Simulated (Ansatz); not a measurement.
Scan of [H···H···NH], triplet

Starting geometry:

```json
{"atom": "H", "x (Å)": "-1.8409", "y (Å)": "0.0594", "z (Å)": "0.0000"}
{"atom": "H", "x (Å)": "-1.0959", "y (Å)": "0.0594", "z (Å)": "0.0000"}
{"atom": "N", "x (Å)": "0.1791", "y (Å)": "0.0594", "z (Å)": "0.0000"}
{"atom": "H", "x (Å)": "0.4482", "y (Å)": "-0.9448", "z (Å)": "0.0000"}
```

From there H2 is moved from one fragment to the other while all else, the fragments' distance too, stays fixed; atoms are numbered as listed. Energies are in kcal/mol, counted from the starting geometry at the same level.

Basis cc-pVDZ; Ansatz 0.2.0. Only valence electrons are correlated (noble-gas cores frozen). R marks a restricted (for open shells ROHF) determinant, U an unrestricted one. Active spaces: valence = (8e, 7o) chosen from the atoms' valence shells.

Runs in a small pair space aren't shown, since their orbitals change along the scan.

Full CI is exact within this basis and frozen core; it isn't the basis-set limit. The frozen core follows each run's orbitals, which can shift R against U totals by a few meV.

```tsv
distance H1-H2 (Å)	full CI	unpaired electrons (full CI)	error RHF	error RMP2	error UCCSD(T)	error CASSCF (valence space)	error NEVPT2 (valence space)	error MRCISD (valence space)
0.693	2.0	2.02	-2.7	-0.1	0.0	-0.5	0.2	-0.1
0.745	0.0	2.03	0.0	0.0	0.0	0.0	0.0	0.0
0.779	-0.5	2.03	1.8	-0.2	0.0	0.2	-0.1	0.0
0.812	-0.6	2.03	3.5	-0.7	0.0	0.4	-0.3	0.1
0.846	-0.5	2.03	4.9	-1.7	0.0	0.5	-0.4	0.1
0.879	-0.3	2.03	5.3	-2.6	0.1	0.5	-0.5	0.1
0.913	0.0	2.03	4.5	-2.7	0.0	0.4	-0.6	0.1
0.946	0.5	2.03	3.0	-2.6	0.0	0.2	-0.7	0.1
0.980	1.4	2.03	1.1	-2.7	0.0	-0.2	-0.8	0.1
```

Unpaired electrons are Σ n²(2−n)² over natural occupations. Errors are those of relative energies. In total energy the starting point itself misses full CI by: RHF 117.2, RMP2 19.2, UCCSD(T) 0.4, CASSCF (valence space) 83.9, NEVPT2 (valence space) 16.4, MRCISD (valence space) 3.5 kcal/mol.

Spread of the error over the points with a reference, to 0.980 Å (largest less smallest): UCCSD(T) 0.1, MRCISD (valence space) 0.2, CASSCF (valence space) 1.0, NEVPT2 (valence space) 1.0, RMP2 2.7, RHF 7.9 kcal/mol.
